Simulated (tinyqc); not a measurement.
CIS and TDHF on RHF in the sto-6g basis, frozen core, for HF, spin multiplicity 1, step by step. One step of it, computed by the program tinyqc.

Problem. CIS matrix, singlets. A(ia,jb) = (e_a - e_i) d_ij d_ab + 2 (ia|jb) - (ij|ab).

orbital energies (hartree): MO1 -26.233507, MO2 -1.499803, MO3 -0.606592, MO4 -0.475395, MO5 -0.475395, MO6 0.663394

Two-electron integrals over orbitals (pq|rs), unique and non-zero (hartree); the lowest 1 orbital is frozen and left out:
```
(22|22) 0.862104    (32|22) -0.007564   (32|32) 0.158810    (33|22) 0.769279
(33|32) -0.058998   (33|33) 0.797913    (42|42) 0.178882    (43|42) -0.045453
(43|43) 0.051840    (44|22) 0.877732    (44|32) -0.076000   (44|33) 0.775778
(44|44) 0.998085    (52|52) 0.178882    (53|52) -0.045453   (53|53) 0.051840
(54|54) 0.053789    (55|22) 0.877732    (55|32) -0.076000   (55|33) 0.775778
(55|44) 0.890506    (55|55) 0.998085    (62|22) -0.139552   (62|32) -0.037407
(62|33) -0.047120   (62|44) -0.138240   (62|55) -0.138240   (62|62) 0.100001
(63|22) -0.147863   (63|32) 0.092412    (63|33) -0.130827   (63|44) -0.182065
(63|55) -0.182065   (63|62) 0.060490    (63|63) 0.161135    (64|42) -0.045455
(64|43) -0.012106   (64|64) 0.032194    (65|52) -0.045455   (65|53) -0.012106
(65|65) 0.032194    (66|22) 0.694108    (66|32) 0.076604    (66|33) 0.671302
(66|44) 0.656728    (66|55) 0.656728    (66|62) -0.070083   (66|63) -0.009840
(66|66) 0.722157
```

Give: CIS matrix A, singlet.

Solution.

CIS matrix A, singlet (hartree), lower triangle:
```
        2>6     3>6     4>6     5>6
2>6  1.6691
3>6  0.0444  0.9210
4>6  0.0000  0.0000  0.5464
5>6  0.0000  0.0000  0.0000  0.5464
```
